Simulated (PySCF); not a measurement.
Stepwise substitution at one centre (Al H-Cl). Gas-phase values, no solvent. Strings in code marks are SMILES.

Level of theory: PBE0-D3(BJ)/def2-TZVP in PySCF. Excitations are Tamm–Dancoff values on a coarser integration grid. The basis has no diffuse functions, so Rydberg states are missing or too high.

| species | S1 oscillator strength | LUMO (eV) | HOMO (eV) | T1 excitation (TDA) (eV) |
|---|---|---|---|---|
| 0 of 3 H replaced by Cl (`[AlH3]`) | – | -1.75 | -8.58 | – |
| 1 of 3 H replaced by Cl (`[AlH2][Cl]`) | 0.000 | -1.63 | -8.57 | 5.01 |
| 2 of 3 H replaced by Cl (`[AlH]([Cl])[Cl]`) | 0.013 | -1.43 | -9.32 | 5.96 |
| 3 of 3 H replaced by Cl | 0.000 | -1.26 | -9.38 | 6.42 |
